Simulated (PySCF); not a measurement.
Simulated outer-valence photoelectron spectrum of `O=c1c(F)c1Cl`. Method: EOM-IP-CCSD/aug-cc-pVDZ in PySCF, restricted Hartree–Fock reference, frozen core, non-relativistic, gas phase, PBE0-D3(BJ)/def2-SVP geometry.

Each root has a Gaussian of 0.6 eV full width with its one-hole share as area; cross sections and vibrations are left out, and the highest printed point is 100.

| ionisation energy (eV) | intensity |
| --- | --- |
| 9.4 | 1 |
| 9.6 | 4 |
| 9.8 | 21 |
| 10.0 | 52 |
| 10.2 | 73 |
| 10.4 | 61 |
| 10.6 | 51 |
| 10.8 | 67 |
| 11.0 | 71 |
| 11.2 | 43 |
| 11.4 | 14 |
| 11.6 | 3 |
| 11.8 | 1 |
| 12.0 | 4 |
| 12.2 | 18 |
| 12.4 | 50 |
| 12.6 | 72 |
| 12.8 | 57 |
| 13.0 | 26 |
| 13.2 | 19 |
| 13.4 | 43 |
| 13.6 | 69 |
| 13.8 | 61 |
| 14.0 | 33 |
| 14.2 | 27 |
| 14.4 | 51 |
| 14.6 | 72 |
| 14.8 | 58 |
| 15.0 | 41 |
| 15.2 | 56 |
| 15.4 | 86 |
| 15.6 | 100 |
| 15.8 | 93 |
| 16.0 | 63 |
| 16.2 | 29 |
| 16.4 | 21 |
| 16.6 | 43 |
| 16.8 | 69 |
| 17.0 | 60 |
| 17.2 | 28 |
| 17.4 | 7 |
| 17.6 | 1 |

Q: Where are the maxima, and how many lines lie under the curve?

A: 7 maxima, at 10.2, 10.9, 12.6, 13.7, 14.6, 15.6 and 16.9 eV, from 8 lines. At this width some lines have no maximum of their own.

Q: List the lines with their holes.

A: 
```tsv
E (eV)	leading hole (HF orbital)	area	Koopmans (eV)
10.20	HOMO-1	0.95	11.61
10.94	HOMO	0.95	11.50
12.62	HOMO-2	0.95	13.81
13.66	HOMO-3	0.94	14.82
14.61	HOMO-4	0.94	16.48
15.42	HOMO-5	0.92	16.85
15.84	HOMO-6	0.93	17.81
16.85	HOMO-7	0.93	19.43
```

The widest gap, 1.68 eV, lies between 10.94 and 12.62 eV. Only orbitals with −ε under 21 eV, eight at most, were ionised, so the high end of the curve may lack lines.
